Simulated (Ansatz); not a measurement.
A structure relaxed at PBE0-D4/def2-TZVP, charge 0, multiplicity 1:

Cartesian coordinates in Å:
```
O 1.420 -1.081 -0.340
Mg 0.197 0.083 0.146
S -1.358 1.646 0.743
H 1.995 -1.831 -0.403
H -2.255 1.183 -0.146
```

Question: Give its formula and SMILES.

Answer: H2MgOS, `[OH][Mg][SH]`.

Question: Summarise the bond lengths by kind.

Answer: 1 × Mg–O 1.757 Å; 1 × H–O 0.947 Å; 1 × Mg–S 2.284 Å; 1 × H–S 1.345 Å.

Results of the Gaussian-basis code of Ansatz.
